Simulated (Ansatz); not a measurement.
Geometry optimisation, Ansatz, RHF/def2-SVP.

Input file:

```yaml
crystal:
  periodic: [false, false, false]
  atoms:
    - { symbol: B, position_ang: [0.0, 0.0, 0.0] }
    - { symbol: H, position_ang: [0.0, 0.0, 1.54] }
    - { symbol: H, position_ang: [1.0305, 0.0, -0.595] }
    - { symbol: C, position_ang: [-1.3856, 0.0, -0.8] }
    - { symbol: H, position_ang: [-1.9458, -0.9305, -0.5708] }
    - { symbol: H, position_ang: [-1.9898, 0.8797, -0.4946] }
    - { symbol: H, position_ang: [-1.1839, 0.0508, -1.8903] }
    - { symbol: Cl, position_ang: [0.0903, -2.0478, 0.6811] }
    - { symbol: H, position_ang: [0.0386, -0.8759, 1.6586] }
basis:
  gaussian: { orbitals: def2-SVP }
hamiltonian:
  xc: hf
relax:
  f_tol: 0.15
  max_steps: 25
  restrain:
    - { distance: [0, 7], at: 1.86, k: 30.0 }
    - { distance: [8, 1], at: 0.66, k: 30.0 }
    - { distance: [0, 1], at: 2.39, k: 30.0 }
    - { distance: [8, 7], at: 2.57, k: 30.0 }
```

Launched with:

```bash
$ ansatz run input.yaml --threads 1 --pin off --max-ram 2048MiB --backend cpu --events-out ev --progress --plain --runs-dir out
```

Where does it end, and by what steps?

The forces met the threshold. The restraints hold the end off the free minimum; the threshold counts their pulls, which the force column leaves out. Restrained pairs: B1–Cl8 (2.16 → 1.83 Å), H2–H9 (0.88 → 0.71 Å), B1–H2 (1.54 → 2.40 Å), Cl8–H9 (1.53 → 2.58 Å). After 8 steps the energy has fallen by 3.243 eV (the restraints' own energy left out); Cl8 moved furthest, 0.68 Å.

| step | energy less start (eV) | largest force component (eV/Å) | accepted |
| --- | --- | --- | --- |
| 0 | 0.0000 | 3.575 | yes |
| 1 | -0.9998 | 4.543 | yes |
| 2 | -2.0008 | 4.665 | yes |
| 3 | -2.8577 | 2.255 | yes |
| 4 | -3.1164 | 1.287 | yes |
| 5 | -3.2211 | 1.484 | yes |
| 6 | -3.2348 | 1.551 | yes |
| 7 | -3.2401 | 1.558 | yes |
| 8 | -3.2431 | 1.555 | yes |

```xyz
9
Properties=species:S:1:pos:R:3
B 0.053 -0.538 -0.366
H -0.192 0.183 1.907
H 1.021 0.157 -0.413
C -1.377 -0.077 -0.802
H -2.178 -0.729 -0.455
H -1.580 0.951 -0.494
H -1.393 -0.079 -1.900
Cl 0.364 -2.277 0.107
H -0.064 -0.516 1.945
```

Run time: 11 s on 1 thread of Arm Neoverse V1, with other jobs on the host, peak memory 0.13 GiB.
